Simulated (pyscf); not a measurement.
**Four-centre exchange: H₃C–AlH₂ + ethylene (H₂C=CH₂) → methane (CH₄) + H₂C=CH–AlH₂**

Gas phase, singlet surface, charge 0. Bonds broken: C1–Al2, C8–H10. Bonds formed: C1–H10, Al2–C8. Single points on ωB97X-D3(BJ)/def2-SVP structures (PySCF, gas phase). Correlated levels are frozen-core, on RHF or UHF. ΔMP2 is the change of the MP2 total energy from the triple- to the quadruple-zeta basis.

Transition state (Å):

```xyz
13

C      0.7333    -1.5574     0.4518
Al     1.4156     0.4428     0.7818
H      1.7072    -1.9291     0.8229
H     -0.0362    -1.9916     1.1087
H      0.6155    -1.9607    -0.5658
H      2.5255     0.7889    -0.2920
H      1.5018     0.6805     2.3448
C     -0.4755     1.0541     0.0295
C     -1.4784     1.3350     0.8772
H      0.0162    -0.2802     0.1823
H     -0.5166     1.4834    -0.9821
H     -1.5013     0.9107     1.8904
H     -2.3178     1.9931     0.6167
```

One imaginary mode, 1462i cm⁻¹; descent along it reached the two sides named, in the forms told below.

| bond | change | reactant side (Å) | saddle | product side |
|---|---|---|---|---|
| C1–Al2 | breaks | 1.969 | 2.139 | 2.9 |
| C8–H10 | breaks | 1.096 | 1.430 | 2.7 |
| C1–H10 | forms | 3.1 | 1.489 | 1.104 |
| Al2–C8 | forms | 2.592 | 2.125 | 1.952 |

Electronic energies relative to the separated reactants (kcal/mol):

```
level                             barrier  reaction energy  reverse barrier
--------------------------------  -------  ---------------  ---------------
ωB97X-D3(BJ)/def2-TZVP               29.6             -4.2             33.8
PBE/def2-TZVP                        24.5             -3.5             28.0
r²SCAN/def2-TZVP                     24.5             -3.9             28.4
B3LYP-D3(BJ)/def2-TZVP               29.7             -4.2             33.9
PBE0-D3(BJ)/def2-TZVP                25.8             -3.7             29.5
M06-2X/def2-TZVP                     30.0             -3.8             33.7
ωB97M-D3(BJ)/def2-TZVP               31.5             -3.5             34.9
HF/def2-TZVP                         50.5             -4.2             54.6
MP2/def2-QZVPP                       29.5             -4.2             33.8
CCSD/def2-TZVPP                      35.4             -3.8             39.2
CCSD(T)/def2-TZVPP                   32.1             -4.0             36.1
CCSD(T)/def2-TZVPP + ΔMP2(QZVPP)     31.7             -3.8             35.5
```

With CCSD(T)/def2-TZVPP + ΔMP2(QZVPP) energies and thermal terms (ideal gas, 1 atm, RRHO with modes under 100 cm⁻¹ raised to 100, one conformer, R ln 2 for chiral ones without a mode under 150 cm⁻¹), in kcal/mol:

| T (K) | ΔH‡ | ΔG‡ | ΔH | ΔG |
|---|---|---|---|---|
| 298 | 30.5 | 41.5 | -3.3 | -2.1 |
| 600 | 31.0 | 52.5 | -3.3 | -0.9 |
| 900 | 31.7 | 63.1 | -3.5 | +0.4 |
| 1200 | 32.5 | 73.4 | -3.5 | +1.7 |

On the reactant side the descent ends in a bound adduct (not fully relaxed), 13.2 kcal/mol under the separated species and 42.9 kcal/mol under the saddle at ωB97X-D3(BJ)/def2-TZVP. At the saddle there is also a short Al–H contact that neither side keeps. The same reactants have a lower exit, to H₃C–CH₂–CH₂–AlH₂ (barrier +16.0 kcal/mol at ωB97M-D3(BJ)/def2-TZVP, against +31.5 kcal/mol here). This is the saddle that the search found; another between the same sides may lie lower. The CCSD(T) − MP2 part came from Ansatz, without density fitting, on the same reference.
